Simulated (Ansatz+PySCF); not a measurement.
# doublet C₃H₂N: levels of theory in one basis

```xyz
6

C     0.0000    0.0019   -1.0921
C     0.0000    0.1883    0.1973
C     0.0000    0.0315    1.5232
N     0.0000   -0.0407    2.6967
H     0.0000   -1.0173   -1.5340
H     0.0000    0.8363   -1.7911
```

Basis set: cc-pVTZ (spherical functions). Frozen core: 4 orbitals. Correlation on ROHF uses semicanonical orbitals with singles. Charge 0, multiplicity 2.

Computed with Ansatz (development build ahead of 0.2.0) and PySCF 2.14.0; each method stands on the lowest determinant of its kind that the runs found.

| method | E − E(ROHF) (eV) | <S²> of the determinant |
| --- | --- | --- |
| ROHF | 0.00 | 0.75 |
| UHF | -0.77 | 1.39 |
| UHF-MP2 | -16.23 | 1.39 |

What does ROHF-MP2 give on the same scale?

-17.40 eV.

Caution for ROHF, ROHF-MP2: an unrestricted determinant lies well below. Caution for UHF, UHF-MP2: the unrestricted determinant is spin contaminated. Caution for ROHF-MP2, UHF-MP2: forces differ strongly between restricted and unrestricted references.
